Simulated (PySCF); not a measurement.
## Gas-phase thermal properties of Li2(OH)2

Energies from PySCF (xtb for GFN2), thermal terms from the rigid-rotor harmonic-oscillator model, ideal gas at 1 bar. Table values come from the NASA 1993 polynomials. S°(298 K) at PBE0/def2-TZVP differs from the NASA 1993 table for Li2(OH)2 (+6 J/mol/K); whether the harmonic model or the table's entry is off was not settled. 6-31G* has spherical d functions here. All species are closed-shell singlets. B3LYP is the form with VWN-RPA correlation. The harmonic model lacks anharmonicity and excited electronic states, which grow with temperature; levels with a mode under 35 cm⁻¹ are left out. The table's entry may be an old estimate for Li2(OH)2 (not checked at source). Warning, point group unlike the PBE0 one: Li2(OH)2 (B3LYP/6-31G*).

| level | point group | σ | ZPE (kJ/mol) | S°298 (J/mol/K) | Cp298 (J/mol/K) | S°1000 (J/mol/K) | H1000 − H298 (kJ/mol) |
|---|---|---|---|---|---|---|---|
| table | - | - | - | 269.8 | 71.3 | 380.8 | 67.0 |
| B3LYP/6-31G* | C2h | 2 | 74.4 | 297.6 | 87.4 | 423.2 | 74.6 |
| GFN2-xTB | D2h | 4 | 72.0 | 278.2 | 88.3 | 404.9 | 75.2 |
| HF/6-31G* | D2h | 4 | 80.1 | 279.3 | 85.4 | 403.6 | 73.9 |
| PBE/def2-SVP | D2h | 4 | 76.0 | 276.7 | 85.8 | 401.4 | 74.2 |
| PBE0/def2-TZVP | D2h | 4 | 77.8 | 275.7 | 85.9 | 400.6 | 74.3 |
σ: rotational symmetry number. Electronic degeneracy used: 1. Frequencies are unscaled.
